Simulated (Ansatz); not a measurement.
# quartet Si2NH6: levels of theory compared

We compute a comparison of 6 runs (UHF/cc-pVDZ, U-r2SCAN/cc-pVDZ, U-revPBE/cc-pVDZ, UBLYP/cc-pVDZ, USVWN5/cc-pVDZ, UCCSD/cc-pVDZ) of quartet Si2NH6. 

The calculation is run with Ansatz 0.2.0.

60 further runs of the same task are left out: 60 set aside as unsound or not needed.

**1. Starting point**

Si2NH6: 9 atoms, total charge 0, spin state quartet. As SMILES of the parent species, `[SiH2]N[SiH3]`. Geometry: relaxed at PBE0-D4/def2-TZVP. This is one conformer, not always the lowest. That shape belongs to the parent species and isn't relaxed for this state.

Bond lengths: Si1–N2 1.730 Å, N2–Si3 1.731 Å, Si1–H4 1.491 Å, Si1–H5 1.494 Å, N2–H6 1.011 Å, Si3–H7 1.488 Å, Si3–H8 1.483 Å, Si3–H9 1.488 Å. Some angles: Si1–N2–Si3 128.1°, Si1–N2–H6 115.1°, Si3–N2–H6 116.2°, N2–Si1–H4 107.7°, N2–Si1–H5 108.7°, N2–Si3–H7 111.1°, N2–Si3–H8 107.0°, N2–Si3–H9 112.0°, H4–Si1–H5 110.7°, H7–Si3–H8 109.8°.

**2. The energy at UHF/cc-pVDZ (run 1)**

job.yaml

```yaml
crystal:
  periodic: [false, false, false]
  atoms:
    - symbol: Si
      position_ang: [-1.200900, 0.925300, -0.948400]
    - symbol: N
      position_ang: [0.196900, 0.625800, 0.025200]
    - symbol: Si
      position_ang: [0.611700, -0.820500, 0.880200]
    - symbol: H
      position_ang: [-1.616500, -0.372000, -1.554500]
    - symbol: H
      position_ang: [-0.842900, 1.913400, -2.010900]
    - symbol: H
      position_ang: [0.764100, 1.439300, 0.222200]
    - symbol: H
      position_ang: [1.982600, -1.276500, 0.525400]
    - symbol: H
      position_ang: [-0.378200, -1.853400, 0.488500]
    - symbol: H
      position_ang: [0.571600, -0.627700, 2.355400]
basis:
  gaussian:
    orbitals: cc-pVDZ
accuracy: high
hamiltonian:
  xc: hf
magnetization:
  spin_polarized: true
  initial_magnetization: 3
output: {orbitals: {seedname: orbitals}}
```

Run with:

```bash
$ ansatz run job.yaml --threads 1 --pin off --max-ram 3480MiB --events-out events.jsonl --progress --plain --runs-dir runs
```

Standard output:

```text
Warning: RAYON_NUM_THREADS=1 ignored (pool sized by the plan → 1); use --threads N
Functional definition: HF
  name "HF"
  exchange = exact_x
  correlation = 0
1930 factors; integrals over basis functions are off by at most 3.8e-9 eV
mean field evaluation 1: about -17291.0402 eV, gradient 1.8e1 eV
mean field evaluation 2: about -17291.0588 eV, gradient 1.8e1 eV
mean field evaluation 4: about -17294.1415 eV, gradient 3.7e0 eV
mean field evaluation 8: about -17294.7411 eV, gradient 2.8e-1 eV
mean field evaluation 16: about -17294.7468 eV, gradient 2.9e-8 eV
mean field evaluation 32: about -17293.6114 eV, gradient 5.4e0 eV
mean field evaluation 64: about -17289.2126 eV, gradient 1.3e1 eV
mean field -17294.74682961 eV, -635.5702231879 hartree, gradient 3.4e-8 eV, S^2 3.763058; 0 other end points of the search recorded, 0 dependent functions left out
reference -17294.74682961 eV, -635.5702231879 hartree; 22, 19 occupied and 58, 61 virtual orbitals, 1930 factors
Total energy: -17294.74682961 eV, -635.5702231879 hartree
```

Run time: 5.4 s. Hardware: 1 thread of Arm Neoverse V1, shared host; peak memory 0.28 GiB.

**3. The energy at U-r2SCAN/cc-pVDZ (run 2)**

input.yaml

```yaml
basis:
  gaussian: {orbitals: cc-pVDZ}
crystal:
  periodic: [false, false, false]
  atoms:
    - {symbol: Si, position_ang: [-1.200900, 0.925300, -0.948400]}
    - {symbol: N, position_ang: [0.196900, 0.625800, 0.025200]}
    - {symbol: Si, position_ang: [0.611700, -0.820500, 0.880200]}
    - {symbol: H, position_ang: [-1.616500, -0.372000, -1.554500]}
    - {symbol: H, position_ang: [-0.842900, 1.913400, -2.010900]}
    - {symbol: H, position_ang: [0.764100, 1.439300, 0.222200]}
    - {symbol: H, position_ang: [1.982600, -1.276500, 0.525400]}
    - {symbol: H, position_ang: [-0.378200, -1.853400, 0.488500]}
    - {symbol: H, position_ang: [0.571600, -0.627700, 2.355400]}
total_charge: 0
magnetization: {spin_polarized: true, initial_magnetization: 3}
hamiltonian: {xc: {name: r2SCAN}}
accuracy: high
output: {orbitals: {seedname: orbitals}}
```

Run with:

```bash
$ ansatz run input.yaml --threads 1 --pin off --max-ram 3480MiB --events-out events.jsonl --progress --plain --runs-dir runs
```

Standard output:

```text
Warning: RAYON_NUM_THREADS=1 ignored (pool sized by the plan → 1); use --threads N
Functional definition: r2SCAN
  name "r2SCAN"
  parameter k0 = 0.174
  parameter k1 = 0.065
  parameter a1 = 4.9479
  exchange = r2scan_x(k0 = k0, k1 = k1, a1 = a1)
  correlation = r2scan_c
1930 factors; integrals over basis functions are off by at most 3.8e-9 eV
mean field evaluation 1: about -17327.4344 eV, gradient 3.7e1 eV
mean field evaluation 2: about -17302.2567 eV, gradient 7.4e1 eV
mean field evaluation 4: about -17332.0522 eV, gradient 1.4e1 eV
mean field evaluation 8: about -17333.7590 eV, gradient 2.4e-1 eV
mean field evaluation 16: about -17333.7490 eV, gradient 9.9e-4 eV
mean field evaluation 32: about -17329.8875 eV, gradient 1.8e1 eV
mean field -17333.74903983 eV, -637.0035279767 hartree, gradient 1.2e-8 eV, S^2 3.761089; 4 other end points of the search recorded, 0 dependent functions left out
reference -17333.74904248 eV, -637.0035280742 hartree; 22, 19 occupied and 58, 61 virtual orbitals, 1930 factors
Total energy: -17333.74904248 eV, -637.0035280742 hartree
```

Wall time 28 s (1 thread of Arm Neoverse V1, shared host); peak memory 0.41 GiB.

Runs 3 to 4 aren't shown in full; the table further down has their settings and results.

**4. The energy at USVWN5/cc-pVDZ (run 5)**

run.yaml

```yaml
crystal:
  periodic: [false, false, false]
  atoms:
    - {symbol: Si, position_ang: [-1.200900, 0.925300, -0.948400]}
    - {symbol: N, position_ang: [0.196900, 0.625800, 0.025200]}
    - {symbol: Si, position_ang: [0.611700, -0.820500, 0.880200]}
    - {symbol: H, position_ang: [-1.616500, -0.372000, -1.554500]}
    - {symbol: H, position_ang: [-0.842900, 1.913400, -2.010900]}
    - {symbol: H, position_ang: [0.764100, 1.439300, 0.222200]}
    - {symbol: H, position_ang: [1.982600, -1.276500, 0.525400]}
    - {symbol: H, position_ang: [-0.378200, -1.853400, 0.488500]}
    - {symbol: H, position_ang: [0.571600, -0.627700, 2.355400]}
basis:
  gaussian: {orbitals: cc-pVDZ}
magnetization: {spin_polarized: true, initial_magnetization: 3}
hamiltonian: {xc: {name: SVWN5}}
accuracy: high
output: {orbitals: {seedname: orbitals}}
```

Run with:

```bash
$ ansatz run run.yaml --threads 1 --pin off --max-ram 3480MiB --events-out events.jsonl --progress --plain --runs-dir runs
```

Standard output:

```text
Warning: RAYON_NUM_THREADS=1 ignored (pool sized by the plan → 1); use --threads N
Functional definition: SVWN5
  name "SVWN5"
  exchange = slater_x
  correlation = vwn5_c
1930 factors; integrals over basis functions are off by at most 3.8e-9 eV
mean field evaluation 1: about -17250.9889 eV, gradient 4.3e1 eV
mean field evaluation 2: about -17202.0367 eV, gradient 9.5e1 eV
mean field evaluation 4: about -17255.1074 eV, gradient 2.0e1 eV
mean field evaluation 8: about -17259.3980 eV, gradient 6.2e-1 eV
mean field evaluation 16: about -17259.3929 eV, gradient 6.4e-4 eV
mean field evaluation 32: about -17257.4727 eV, gradient 2.5e0 eV
mean field evaluation 64: about -17257.5275 eV, gradient 1.6e1 eV
mean field -17259.39285993 eV, -634.2709887658 hartree, gradient 3.1e-8 eV, S^2 3.753274; 6 other end points of the search recorded, 0 dependent functions left out
reference -17259.39286336 eV, -634.2709888920 hartree; 22, 19 occupied and 58, 61 virtual orbitals, 1930 factors
Total energy: -17259.39286336 eV, -634.2709888920 hartree
```

It took 7.8 s on 1 thread of Arm Neoverse V1, shared host; peak memory 0.26 GiB.

**5. The energy at UCCSD/cc-pVDZ (run 6)**

input.yaml

```yaml
crystal:
  periodic: [false, false, false]
  atoms:
    - {symbol: Si, position_ang: [-1.200900, 0.925300, -0.948400]}
    - {symbol: "N", position_ang: [0.196900, 0.625800, 0.025200]}
    - {symbol: Si, position_ang: [0.611700, -0.820500, 0.880200]}
    - {symbol: H, position_ang: [-1.616500, -0.372000, -1.554500]}
    - {symbol: H, position_ang: [-0.842900, 1.913400, -2.010900]}
    - {symbol: H, position_ang: [0.764100, 1.439300, 0.222200]}
    - {symbol: H, position_ang: [1.982600, -1.276500, 0.525400]}
    - {symbol: H, position_ang: [-0.378200, -1.853400, 0.488500]}
    - {symbol: H, position_ang: [0.571600, -0.627700, 2.355400]}
basis:
  gaussian:
    orbitals: cc-pVDZ
magnetization:
  spin_polarized: true
  initial_magnetization: 3
correlation:
  method: ccsd
  frozen_orbitals: {H: 0, "N": 1, Si: 5}
accuracy: high
scf:
  omitted_lower_state_checks: [cluster_reference, increment]
```

Run with:

```bash
$ ansatz run input.yaml --threads 1 --pin off --max-ram 3480MiB --events-out events.jsonl --progress --plain --runs-dir runs
```

Standard output:

```text
Warning: RAYON_NUM_THREADS=1 ignored (pool sized by the plan → 1); use --threads N
[... 12 lines left out ...]
11 core orbitals not correlated: weight in the atoms' cores, before any rotation towards them, 1.000 or more for the frozen orbitals, at most 0.000 for the correlated occupied ones
[... 33 lines left out ...]
Total energy: -17305.44998338 eV, -635.9635568338 hartree
Checks for a lower state left out: cluster_reference, increment
```

Run time: 32 s. Hardware: 1 thread of Arm Neoverse V1, shared host; peak memory 0.67 GiB.

**6. The series**

```
run             level  frozen core orbitals  energy (Eh)  HOMO energy (eV)   ⟨S²⟩  wall time
  1       UHF/cc-pVDZ                     –  -635.570223             -2.97  3.763      5.4 s
  2  U-r2SCAN/cc-pVDZ                     –  -637.003528             -1.57  3.761       28 s
  3  U-revPBE/cc-pVDZ                     –  -636.951279             -1.39  3.756       13 s
  4     UBLYP/cc-pVDZ                     –  -637.046635             -1.13  3.754       13 s
  5    USVWN5/cc-pVDZ                     –  -634.270989             -1.50  3.753      7.8 s
  6     UCCSD/cc-pVDZ                    11  -635.963557                 –  3.763       32 s
```

**7. What came out**

| quantity | value |
| --- | --- |
| run 6: total energy | -635.96356 Eh |
| run 6: correlation energy (11 core orbitals frozen) | -393.3 mEh |
| run 6: ⟨S²⟩ of the reference determinant | 3.763 |
| run 6: T1 diagnostic | 0.028 |

In words: Totals of different functionals can't be ranked against each other. All runs together took 99 s, the longest 32 s.
